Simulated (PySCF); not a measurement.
propyne (C3H4), SMILES C#CC. Geometry optimised at ωB97X-D3(BJ)/def2-TZVP.

Computed equilibrium geometry at ωB97X-D3(BJ)/def2-TZVP (PySCF confirms it by a frequency run) as Cartesian coordinates in Å, and its point group:
point group C3v.
```xyz
7

C      0.0000     0.0000    -1.2416
C      0.0000     0.0000     0.2209
C      0.0000     0.0000     1.4192
H      0.8854     0.5112    -1.6253
H     -0.8854     0.5112    -1.6253
H      0.0000    -1.0224    -1.6253
H      0.0000     0.0000     2.4846
```
